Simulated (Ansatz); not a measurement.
**C2H2O2: vertical ionisation energy**

How much energy removes an electron from C2H2O2 at fixed geometry? The cation is run at each level and the neutral's energy taken from earlier runs.

Computed with Ansatz 0.2.0, Gaussian basis. Level: unrestricted cation, the program's frozen cores in correlated methods.

The runs, in order: UKS PBE-D4/def2-TZVPP; UKS r2SCAN-D4/def2-TZVPP; UKS PBE0-D4/def2-TZVPP; UKS B3LYP-D4/def2-TZVPP; UKS wB97X-V/def2-TZVPP; UKS wB97M-V/def2-TZVPP; UKS B2PLYP/def2-TZVPP; UHF-CCSD(T)/def2-TZVPP; UHF-MP2/def2-QZVPP; extrapolation to the limit; then −ε(HOMO) from the neutral's earlier runs with LDA (SPW92), PBE-D4, revPBE-D4, BLYP-D4, r2SCAN-D4, B97M-V, PBE0-D4, B3LYP-D4, r2SCANh-D4, r2SCAN0-D4, HSE06-D4, BHLYP-D4, CAM-B3LYP-D4, LC-ωPBE, ωB97X-V, ωB97M-V.

## (1) The geometry

All runs share one geometry, relaxed beforehand with PBE0-D4 in a triple-zeta def2 set.

SMILES `O=C=CO`, 6 atoms, charge 0, spin multiplicity 1.

Atoms are counted from 1 here; the program's logs count them from 0.

Bond lengths: O1–C2 1.159 Å, C2–C3 1.318 Å, C3–O4 1.381 Å, C3–H5 1.084 Å, O4–H6 0.962 Å. Angles: O1–C2–C3 178.8°, C2–C3–O4 120.5°, C2–C3–H5 118.4°, O4–C3–H5 120.8°, C3–O4–H6 108.5°.

## (2) Cation, UKS PBE-D4/def2-TZVPP

File in.yaml:

```yaml
crystal:
  periodic: [false, false, false]
  atoms:
    - {symbol: O, position_ang: [0.682104, -1.992465, 0.800239]}
    - {symbol: C, position_ang: [0.449153, -0.969900, 0.307488]}
    - {symbol: C, position_ang: [0.207602, 0.191335, -0.266669]}
    - {symbol: O, position_ang: [-1.088271, 0.646099, -0.411517]}
    - {symbol: H, position_ang: [1.036551, 0.725502, -0.716835]}
    - {symbol: H, position_ang: [-1.245139, 1.335429, 0.241195]}
basis:
  gaussian: {orbitals: def2-TZVPP}
total_charge: 1
magnetization: {spin_polarized: true, initial_magnetization: 1}
hamiltonian: {xc: pbe, dispersion: d4}
```

Launch:

```console
> ansatz run in.yaml --threads 2 --pin off --events-out ev --progress --plain --max-ram 4352MiB
```

After this run come: Cation, UKS r2SCAN-D4/def2-TZVPP; Cation, UKS PBE0-D4/def2-TZVPP; Cation, UKS B3LYP-D4/def2-TZVPP; Cation, UKS wB97X-V/def2-TZVPP; Cation, UKS wB97M-V/def2-TZVPP; Cation, UKS B2PLYP (frozen core)/def2-TZVPP; Cation, UHF-CCSD(T)/def2-TZVPP; Cation, UHF-MP2/def2-QZVPP.

Q: Predict the results of all the runs planned. Wanted: ionisation energy, CCSD(T)/CBS; nearest functional by difference; nearest −ε(HOMO); −ε(HOMO) of PBE; T1 of the cation.

The runs gave:

| quantity | value |
| --- | --- |
| ionisation energy, CCSD(T)/CBS | 9.43 eV |
| nearest functional by difference | B3LYP-D4 (-0.12 eV) |
| nearest −ε(HOMO) | LC-ωPBE (-0.04 eV) |
| −ε(HOMO) of PBE | 5.41 eV |
| T1 of the cation | 0.027 |

What this shows: Energy differences with functionals land within 0.34 eV of the reference. −ε(HOMO) of PBE misses by 4.0 eV, since self-interaction lifts the level. Among orbital estimates LC-ωPBE comes nearest. Hartree-Fock falls 1.15 eV short, as the neutral has more correlation energy than the cation.
